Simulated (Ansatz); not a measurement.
This geometry of ClHMg + H4Si (8 atoms, charge 0, multiplicity 1) is a first-order saddle point.

Computed with UKS revPBE-D4/def2-SVP (Ansatz).

```xyz
8
Properties=species:S:1:pos:R:3
Mg -0.204 -1.353 -0.927
H -1.745 -0.375 -1.154
Cl 0.980 -3.171 -1.392
H -1.017 0.168 -0.443
Si 0.322 0.913 0.717
H -0.592 2.074 1.030
H 1.593 1.490 0.134
H 0.663 0.254 2.036
```

Q: Which two structures does it join? (They come from a converged band through this point; their orientation in space is the band's.)

A: Bonds broken: Mg1–H2, H4–Si5. Bonds formed: Mg1–Si5, H2–H4. ClHMg + H4Si becomes ClH3MgSi + H2.

Image 0:

```xyz
8
Properties=species:S:1:pos:R:3
Mg -0.650 -1.575 -1.327
H -2.172 -1.514 -2.081
Cl 1.411 -2.022 -0.545
H -0.733 0.377 -0.089
Si 0.317 1.022 0.808
H -0.308 2.297 1.301
H 1.532 1.317 -0.017
H 0.604 0.098 1.951
```

Image 10:

```xyz
8
Properties=species:S:1:pos:R:3
Mg 0.279 -1.255 -0.138
H -1.516 -0.873 -2.011
Cl 0.112 -3.290 -1.054
H -1.547 -0.139 -1.781
Si 0.618 1.006 1.052
H -0.675 1.537 1.632
H 1.124 2.073 0.106
H 1.606 0.942 2.194
```

Q: How far does it lie above each of them?

A: 32.7 kcal/mol above the first and 33.0 kcal/mol above the second. This is the barrier of this one path; another mechanism may lie lower. The orbitals stay closed-shell, which can raise the energy where a bond breaks towards radicals; this wasn't checked here.

The run took 3.7 min on 2 threads of AMD EPYC 7B13 (Zen 3) (shared host), peak memory 0.2 GiB.
